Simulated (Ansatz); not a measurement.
Molecule: CH$_{2}$F (charge 0, doublet). It need not be the lowest isomer of its formula. 
Geometry from a B3LYP-D3(BJ)/def2-TZVP (Ansatz, a first-principles code) optimisation:
SMILES: F[CH2]
```xyz
4

C     -0.0106     0.4978     0.4277
F      0.0121    -0.4855    -0.4825
H     -0.9803     0.6938     0.8618
H      0.9347     0.6892     0.9145
```
Charge 0, spin multiplicity 2.

Parts of the frozen-core correlation energy in cc-pVDZ (Ansatz, hartree). Frozen orbitals: 2; correlated occupied orbitals by spin: 7 and 6; virtual: 29 and 30. Open shells are spin-unrestricted. Spin-orbit coupling is left out. Non-relativistic.

```
term                            value
-------------------------  ----------
reference (HF)             -138.41247
MP2 opposite-spin                 ___
MP2 same-spin                     ___
CCSD correlation             -0.32457
(T)                               ___
CCSDT minus CCSD(T)          -0.00056
T1 diagnostic                   0.015
largest doubles amplitude       0.025
<S^2> of the reference          0.761
```

Fill in the missing entries.


- MP2 opposite-spin, value: -0.22726
- MP2 same-spin, value: -0.07696
- (T), value: -0.00600
